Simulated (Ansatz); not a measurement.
A basis-limit estimate, worked out

An elementary step of AlNH3Cl, singlet (AlNH₃Cl ([NH2][AlH][Cl]) → AlNHCl ([NH][Al][Cl]) + H₂; bonds formed: H2–H4; bonds broken: Al1–H2, N3–H4). “Start” is the structure reached by relaxing down from the saddle towards the reactants; PBE0-D4/def2-TZVP structures. The saddle:

```xyz
6
angstrom
Al 0.0583 0.4307 0.4893
H 1.3439 -0.4842 -0.5247
N -1.0692 -0.3755 -0.4450
H 0.5802 -0.7155 -0.8007
Cl 1.1569 1.5876 1.8206
H -2.0702 -0.4431 -0.5396
```

Ansatz 0.2.0; basis: def2-TZVPP and def2-QZVPP; cores frozen in the correlated methods.

Energies in eV:

| quantity | saddle | start |
| --- | --- | --- |
| Hartree–Fock, triple zeta (X = 3) | -20616.06901 | -20620.11693 |
| Hartree–Fock, quadruple zeta (X = 4) | -20616.69980 | -20620.74362 |
| MP2 correlation, X = 3 | -14.00360 | -13.13309 |
| MP2 correlation, X = 4 | -15.15717 | -14.27188 |
| CCSD(T) correlation, X = 3 | -15.32282 | -14.54939 |

(1) Work out the barrier at the basis limit: extrapolate Hartree–Fock as E(X) = E∞ + A exp(−7.88 √X) and the MP2 correlation as E(X) = E∞ + B X^−2.97 (the exponents that Neese and Valeev fitted for def2-TZVPP and QZVPP), then add CCSD(T) − MP2 in triple zeta.

The T1 diagnostic stays at or below 0.019.

Answers

(1) Each step is linear, so take the differences first (saddle − start): Hartree–Fock 4.04792 (X = 3) and 4.04382 (X = 4); MP2 correlation -0.87051 and -0.88529; CCSD(T) correlation -0.77343.
Two points give E∞ = E(4) + w [E(4) − E(3)], with w = 1/(exp(7.88 (2 − √3)) − 1) = 0.1377 for Hartree–Fock and w = 1/((4/3)^2.97 − 1) = 0.7407 for the correlation.
Hartree–Fock: 4.04382 + 0.1377 × (-0.00410) = 4.0433 eV.
MP2 correlation: -0.88529 + 0.7407 × (-0.01478) = -0.8962 eV.
CCSD(T) − MP2: -0.77343 − (-0.87051) = 0.0971 eV.
Sum: 4.0433 + (-0.8962) + 0.0971 = 3.2442 eV, or 74.81 kcal/mol. Plain CCSD(T) in triple zeta gives 3.2745 eV, so the larger basis shifts the result by -0.0303 eV.

Labels in which every atom is bracketed show which atoms are joined, not bond orders.

For scale, one of the runs: CCSD(T)/def2-TZVPP, 157 basis functions, launched by `ansatz run in.yaml --threads 2 --pin off --events-out ev --progress --plain --max-ram 4352MiB`. Hardware: 2 CPU threads, shared host. Wall time 15 s; peak host memory 1 GiB.
